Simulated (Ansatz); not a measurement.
**Structure relaxation of Mg2C**

Theory: DFT PBE, scalar-relativistic, plane waves, PAW in Ansatz. Cutoff 420 eV, Γ-centred k mesh, Gaussian smearing, no spin polarisation in the final step.

Mg2C was placed on the sites of a reported VAu2 cell (Cmcm, No. 63), with C in place of V, Mg in place of Au, at a guessed volume.

```
Mg C
1.0
     4.13476   -2.34475    0.00000
     4.13476    2.34475    0.00000
     0.00000    0.00000    4.56666
Mg C
4 2
Cartesian
  5.5406 -1.0317 1.1417
  2.7289 -1.0317 1.1417
  5.5406 1.0317 3.4250
  2.7289 1.0317 3.4250
  4.1348 -1.3131 3.4250
  4.1348 1.3131 1.1417
```

Steps on the 4×4×4 mesh (6 atoms). 12 of 18 steps are shown, and the free energy counts from the last. Trial steps that were taken back and renewals of the plane-wave basis can be among the rows.

```
step  ΔF (meV/atom) V (Å³/atom) P (GPa) largest force component (eV/Å)
   1          492.5        14.76    -0.28                           2.297
   3          273.2        14.07     0.35                           0.329
   4          207.2        13.96     1.42                           0.227
   6           98.4        14.11     1.23                           0.079
   7           61.2        14.12     1.32                           0.049
   9           38.5        14.48    -0.35                           0.051
  10           36.4        14.28     0.70                           0.169
  12           34.8        14.63    -1.46                           0.236
  13           29.6        14.47    -0.11                           0.028
  15            1.2        14.77     0.41                           0.035
  16            0.6        14.93     0.00                           0.064
  18            0.0        14.93     0.07                           0.007
```

Steps on the 6×6×6 mesh (3 atoms). 6 of 6 steps are shown, and the free energy counts from the last.

```
step  ΔF (meV/atom) V (Å³/atom) P (GPa) largest force component (eV/Å)
   1            5.5        14.93     0.07                           0.128
   2            2.7        14.94     0.13                           0.017
   3            1.1        15.11    -0.01                           0.028
   4            0.6        15.28    -0.18                           0.070
   5            0.3        15.23     0.15                           0.001
   6            0.0        15.23     0.18                           0.001
```

A final relaxation ran on a 16×16×16 mesh. The relaxed crystal, Fmmm (No. 69):

```cif
data_structure
_symmetry_space_group_name_H-M 'Fmmm'
_symmetry_Int_Tables_number 69
_cell_length_a 3.7082
_cell_length_b 4.4641
_cell_length_c 10.9023
_cell_angle_alpha 90.000
_cell_angle_beta 90.000
_cell_angle_gamma 90.000
_cell_volume 180.47
loop_
_atom_site_label
_atom_site_type_symbol
_atom_site_symmetry_multiplicity
_atom_site_Wyckoff_symbol
_atom_site_fract_x
_atom_site_fract_y
_atom_site_fract_z
_atom_site_occupancy
Mg1 Mg 8 i 0.00000 0.00000 0.12229 1
C1 C 4 b 0.50000 0.00000 0.00000 1
```

```yaml
Volume_per_atom: 15.04 Å³
Density: 2.23 g/cm³
Energy_over_the_elements: 0.76 eV/atom
Gap_on_the_16×16×16_mesh: 0 eV (a metal)
```

Formation energies are uncorrected and refer to the elements' standard structures at the same level.

The final run used a 16×16×16 mesh on its 3-atom cell and 0.10 eV smearing. The k mesh leaves about 4 meV/atom of noise in metals.

A structure relaxed within its symmetry needn't be a true minimum.

Cost: 4 runs of about 4 core-minutes in all, on Arm Neoverse V1 (shared hosts).